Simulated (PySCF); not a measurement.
An unknown gives this computed stick spectrum. Method: TDDFT PBE0/def2-SVPD, vertical, gas phase, core orbitals frozen in the response (PySCF). Geometries: GFN2-xTB, one conformer each.

| state | E (eV) | f |
| --- | --- | --- |
| S1 | 5.87 | 0.017 |
| S2 | 6.34 | 0.043 |
| S3 | 6.42 | 0.051 |
| S4 | 6.71 | 0.100 |
| S5 | 7.27 | 0.0055 |
| S6 | 7.60 | 0.036 |

**Question.** Which structure fits? All have the formula C5H13N.
A. `C[C@H](CC)CN`
B. `CC(C)N(C)C`
C. `N(C)(CC)CC`
D. `CC(C)(C)CN`

**Answer.** C. Its S1 lies at 5.87 eV; the nearest of the others has S1 at 6.17 eV. S1 is HOMO→LUMO (97%). Löwdin shares by element: HOMO nitrogen 57%, carbon 22% or more (atoms not listed hold the other 21%); LUMO carbon 42% or more (atoms not listed hold the other 58%). At the same level the other candidates give, for their lowest levels:
- `CC(C)N(C)C`: 5.52 eV (f 0.004); 6.28 eV (f 0.002); 6.34 eV (f 0.024); 6.54 eV (f 0.016); 7.05 eV (f 0.007); T1 5.41 eV; HOMO -5.92, LUMO 0.71 eV
- `CC[C@@H](C)CN`: 6.23 eV (f 0.010); 6.95 eV (f 0.018); 7.02 eV (f 0.002); 7.32 eV (f 0.009); 8.09 eV (f 0.014); T1 5.94 eV; HOMO -6.78, LUMO 0.81 eV
- `CC(C)(C)CN`: 6.17 eV (f 0.007); 7.07 eV (f 0.021); 7.25 eV (f 0.002); 7.65 eV (f 0.038); 8.19 eV (f 0.009); T1 5.91 eV; HOMO -6.84, LUMO 0.62 eV

The values belong to the conformer `[CH3:1][CH2:2][N:3]([CH3:4])[CH2:5][CH3:6]`: C1–C2–N3–C4 -155°, C2–N3–C5–C6 -156°.
Triplets come from the Tamm–Dancoff approximation.

Without π bonds the low states may be Rydberg-like; a valence basis with one diffuse set may place them up to an eV too high.
